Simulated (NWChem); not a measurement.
# B97-GGA1/def2-SVPD run of BH2F (SMILES BF), part 2 of 2

NWChem 7.3.0. Earlier steps stand in the parts before.

### Step 3. The distorted shape

The input, bfh2.xyz:

```xyz
4

B     -0.021179     0.012622    -0.023984
F      1.073473    -0.300381     0.679832
H     -1.021448    -0.654993     0.183894
H      0.039522     0.890363    -0.824653
```

The input, bfh2.nw:

```
start bfh2
memory stack 880 mb heap 220 mb global 1100 mb

geometry units angstroms noautosym nocenter noautoz
   load format xyz bfh2.xyz
end

basis spherical
   * library def2-SVPD
end

dft
   xc becke97gga1
   grid medium
   convergence energy 1e-08
   mulliken
end

property
   mulliken
   electrondensity
   esp
   octupole
   moldenfile
   molden_norm janpa
end

task dft property
```

Started as:

```bash
$ nwchem bfh2.nw > bfh2.out
```

The program printed:

```text
Northwest Computational Chemistry Package (NWChem) 7.3.0
             --------------------------------------------------------

           Job information
           ---------------

    nwchem branch   = 7.3.0
    use scalapack   = T
    input           = bfh2.nw
    prefix          = bfh2.
    data base       = ./bfh2.db
    status          = startup
    nproc           =        1

           Memory information
           ------------------

    heap     =     28835838 doubles =      220.0 Mbytes
    stack    =    115343355 doubles =      880.0 Mbytes
    global   =    144179200 doubles =     1100.0 Mbytes (distinct from heap & stack)
    total    =    288358393 doubles =     2200.0 Mbytes
    verify   = yes
    hardfail = no

           Directory information
           ---------------------

  0 permanent = .
  0 scratch   = .

                                NWChem Input Module
                                -------------------

 Scaling coordinates for geometry "geometry" by  1.889725989
 (inverse scale =  0.529177249)

                             Geometry "geometry" -> ""
                             -------------------------

 Output coordinates in angstroms (scale by  1.889725989 to convert to a.u.)

  No.       Tag          Charge          X              Y              Z
 ---- ---------------- ---------- -------------- -------------- --------------
    1 B                    5.0000    -0.02117900     0.01262200    -0.02398400
    2 F                    9.0000     1.07347300    -0.30038100     0.67983200
    3 H                    1.0000    -1.02144800    -0.65499300     0.18389400
    4 H                    1.0000     0.03952200     0.89036300    -0.82465300

      Atomic Mass
      -----------

      B                 11.009310
      F                 18.998400
      H                  1.007825

 Effective nuclear repulsion energy (a.u.)      26.7994695124

            Nuclear Dipole moment (a.u.)
            ----------------------------
        X                 Y               Z
 ---------------- ---------------- ----------------
    16.2014448206    -4.5446946265    10.1247909091

            XYZ format geometry
            -------------------
     4
 geometry
 B                    -0.02117900     0.01262200    -0.02398400
 F                     1.07347300    -0.30038100     0.67983200
 H                    -1.02144800    -0.65499300     0.18389400
 H                     0.03952200     0.89036300    -0.82465300

 ==============================================================================
                                internuclear distances
 ------------------------------------------------------------------------------
       center one      |      center two      | atomic units |  angstroms
 ------------------------------------------------------------------------------
    2 F                |   1 B                |     2.52940  |     1.33850
    3 H                |   1 B                |     2.30629  |     1.22043
    4 H                |   1 B                |     2.24805  |     1.18962
 ------------------------------------------------------------------------------
                         number of included internuclear distances:          3
 ==============================================================================

 ==============================================================================
                                 internuclear angles
 ------------------------------------------------------------------------------
        center 1       |       center 2       |       center 3       |  degrees
 ------------------------------------------------------------------------------
    2 F                |   1 B                |   3 H                |   116.92
    2 F                |   1 B                |   4 H                |   118.99
    3 H                |   1 B                |   4 H                |   124.06
 ------------------------------------------------------------------------------
                            number of included internuclear angles:          3
 ==============================================================================

 Summary of "ao basis" -> "" (spherical)
 ------------------------------------------------------------------------------
       Tag                 Description            Shells   Functions and Types
 ---------------- ------------------------------  ------  ---------------------
 *                         def2-SVPD                  on all atoms

                              NWChem Property Module
                              ----------------------

  itol2e modified to match energy
  convergence criterion.

                                 NWChem DFT Module
                                 -----------------

                      Basis "ao basis" -> "ao basis" (spherical)
                      -----
  [basis functions not shown]

 Summary of "ao basis" -> "ao basis" (spherical)
 ------------------------------------------------------------------------------
       Tag                 Description            Shells   Functions and Types
 ---------------- ------------------------------  ------  ---------------------
 B                         def2-SVPD                 8       20   4s2p2d
 F                         def2-SVPD                 9       23   4s3p2d
 H                         def2-SVPD                 4        8   2s2p

[... 24 lines left out ...]
          Convergence on energy requested:  1.00D-08
          Convergence on density requested:  1.00D-05
          Convergence on gradient requested:  5.00D-04
[... 19 lines left out ...]
          Spatial weights used:  Erf1
[... 1 line left out ...]
          Convergence Information
[... 1 line left out ...]
          Convergence aids based upon iterative change in
          total energy or number of iterations.
[... 54 lines left out ...]
   convergence    iter        energy       DeltaE   RMS-Dens  Diis-err    time
[... 11 lines left out ...]
         Total DFT energy =     -125.803324249956
      One electron energy =     -226.378333245039
           Coulomb energy =       88.996385617216
    Exchange-Corr. energy =      -15.220846134496
 Nuclear repulsion energy =       26.799469512364
[... 5 lines left out ...]
                       DFT Final Molecular Orbital Analysis
[... 418 lines left out ...]
     ---------------------------------------------
      Total Density - Mulliken Population Analysis
     ---------------------------------------------

    Atom       Charge   Shell Charges
 -----------   ------   -------------------------------------------------------
    1 B    5     5.03   1.99  0.85  0.29 -0.01  1.43  0.36  0.10  0.01
    2 F    9     9.35   1.99  1.15  0.73  0.12  3.38  1.83  0.14  0.01  0.01
    3 H    1     0.83   0.77  0.05  0.01  0.00
    4 H    1     0.79   0.78 -0.00  0.01  0.00

     -------------------------------------------
      Total Density - Lowdin Population Analysis
     -------------------------------------------

    Atom       Charge   Shell Charges
 -----------   ------   -------------------------------------------------------
    1 B    5     4.71   1.95  0.39  0.20  0.11  1.20  0.43  0.27  0.15
    2 F    9     9.22   1.98  0.97  0.62  0.13  3.21  1.88  0.29  0.01  0.15
    3 H    1     1.03   0.61  0.27  0.02  0.13
    4 H    1     1.04   0.61  0.27  0.03  0.13

 center of mass
 --------------
 x =   1.13132632 y =  -0.31456253 z =   0.70847848

 moments of inertia (a.u.)
 ------------------
          25.229999074755           7.956257094725         -23.070919285291
           7.956257094725          58.845637526863           9.805619174328
         -23.070919285291           9.805619174328          48.328081742525

     Multipole analysis of the density
     ---------------------------------

     L   x y z        total         alpha         beta         nuclear
     -   - - -        -----         -----         ----         -------
     0   0 0 0     -0.000000     -8.000000     -8.000000     16.000000

     1   1 0 0     -0.243425     -8.222435     -8.222435     16.201445
[... 8 lines of this table left out ...]
     2   0 0 2     -9.061483    -13.237513    -13.237513     17.413544

          ---------------
          Octupole Moment
          ---------------

 Center of charge (in au) is the expansion point
         X =       1.0125903 Y =      -0.2840434 Z =       0.6327994

   Third moments in atomic units

   Component  Electronic+nuclear     Point charges             Total
  --------------------------------------------------------------------------
      XXX          11.3453940677          0.0000000000         11.3453940677
      YYY          -2.6881851035          0.0000000000         -2.6881851035
      ZZZ           6.0131146950          0.0000000000          6.0131146950
[... 6 lines of this table left out ...]
      XYZ          -0.4469821006          0.0000000000         -0.4469821006

   Third moments in 10**(-34) esu*cm**3

   Component  Electronic+nuclear     Point charges             Total
  --------------------------------------------------------------------------
      XXX           8.0743808133          0.0000000000          8.0743808133
      YYY          -1.9131490799          0.0000000000         -1.9131490799
      ZZZ           4.2794615710          0.0000000000          4.2794615710
[... 6 lines of this table left out ...]
      XYZ          -0.3181117972          0.0000000000         -0.3181117972

   Octupole moments in atomic units

   Component  Electronic+nuclear     Point charges             Total
  --------------------------------------------------------------------------
      XXX           1.4631390199          0.0000000000          1.4631390199
      YYY           0.1591665543          0.0000000000          0.1591665543
      ZZZ          -1.7142320101          0.0000000000         -1.7142320101
[... 6 lines of this table left out ...]
      XYZ          -1.1174552516          0.0000000000         -1.1174552516

   Octupole moments in 10**(-34) esu*cm**3

   Component  Electronic+nuclear     Point charges             Total
  --------------------------------------------------------------------------
      XXX           1.0412984828          0.0000000000          1.0412984828
      YYY           0.1132769267          0.0000000000          0.1132769267
      ZZZ          -1.2199983508          0.0000000000         -1.2199983508
[... 6 lines of this table left out ...]
      XYZ          -0.7952794931          0.0000000000         -0.7952794931

 1 a.u. = 0.711688 10**(-34) esu*cm**3

          ----------------------------
          Mulliken population analysis
          ----------------------------

 Total      S,P,D,... shell population
 --------------------------------
    Atom          S        P        D
 --------------------------------------------------------------------------------------
     1 B      3.12433   1.79068   0.11157
     2 F      3.98861   5.34398   0.01696
     3 H      0.81512   0.01528   0.00000
     4 H      0.77923   0.01424   0.00000

          ----- Total      gross population on atoms ----

              1  B    5.0     5.02658
              2  F    9.0     9.34955
              3  H    1.0     0.83040
              4  H    1.0     0.79347

          ----- Bond indices -----
  1- 1   0.00000  1- 2   1.10803  1- 3   0.92532  1- 4   0.90520
  2- 1   1.10803  2- 2   0.00000  2- 3   0.01627  2- 4   0.01263
  3- 1   0.92532  3- 2   0.01627  3- 3   0.00000  3- 4   0.01928
  4- 1   0.90520  4- 2   0.01263  4- 3   0.01928  4- 4   0.00000

 Large bond indices
 ------------------
  1   B -  2   F    1.10803
  1   B -  3   H    0.92532
  1   B -  4   H    0.90520

                                                                Free electrons             Valency
                              Number of         Sum of          + Bond indices         - Bond indices
                Valency     Free electrons    Bond indices     =Mulliken charge     = Net spin population
     1  B       2.93855        2.08803          2.93855           5.02658                 0.00000
     2  F       1.13693        8.21262          1.13693           9.34955                 0.00000
     3  H       0.96087       -0.13047          0.96087           0.83040                -0.00000
     4  H       0.93711       -0.14364          0.93711           0.79347                -0.00000

          ---------------------------------------------
          Electrostatic potential/diamagnetic shielding
          ---------------------------------------------

 1 a.u. = 9.07618 esu/cm ( or statvolts )
   Point      X         Y         Z     Total Potential(a.u.)   Diamagnetic shielding(a.u.)
    1 B   -0.04002   0.02385  -0.04532     -11.338356            15.774934
    2 F    2.02857  -0.56764   1.28470     -26.531578            28.993659
    3 H   -1.93026  -1.23776   0.34751      -1.135668             5.735098
    4 H    0.07469   1.68254  -1.55837      -1.134205             5.792097

          ---------------------
          Electron/spin density
          ---------------------

 1 a.u. = 4.80286 10**(-10) esu

 Total electron density
 ----------------------
   Point      X         Y         Z      Density (a.u.)
    1 B   -0.04002   0.02385  -0.04532      63.267264
    2 F    2.02857  -0.56764   1.28470     402.776240
    3 H   -1.93026  -1.23776   0.34751       0.372768
    4 H    0.07469   1.68254  -1.55837       0.382248
 MOLDEN output will be written to the file ./bfh2.molden
  do_norm_janpa  T
  do_norm_nwchem  F
  molden scftype: RHF                  spinref:                     1

 Task  times  cpu:        6.3s     wall:        6.3s
 Total times  cpu:        6.3s     wall:        6.3s
```

Run time: 7.2 s. Hardware: 1 thread of Intel Xeon Platinum 8259CL at 2.50GHz (Skylake/Cascade Lake), shared host; peak memory 0.2 GiB.

Atomic charges (e):

```tsv
atom	Mulliken	Löwdin
B1	-0.027	+0.290
F2	-0.350	-0.220
H3	+0.170	-0.030
H4	+0.207	-0.040
```

### Step 4. Summary of results

This closing draws on all 2 parts.

Level: B97-GGA1/def2-SVPD.

```
                              quantity          value
             first shape: total energy  -125.80322 Eh
            first shape: dipole moment         0.69 D
              first shape: HOMO energy       -7.90 eV
              first shape: LUMO energy       -2.01 eV
            first shape: HOMO–LUMO gap        5.89 eV
         distorted shape: total energy  -125.80332 Eh
        distorted shape: dipole moment         0.79 D
          distorted shape: HOMO energy       -7.95 eV
          distorted shape: LUMO energy       -2.10 eV
        distorted shape: HOMO–LUMO gap        5.85 eV
energy change with the atoms displaced      -0.003 eV
```

In words: With the atoms displaced the energy falls by 0.00 eV (0.1 kcal/mol). The first shape isn't relaxed at this level, so the change isn't measured from a minimum. Mulliken charges (first shape) run from -0.32 on F2 to +0.19 on H3; in a basis this large or diffuse they mean little.
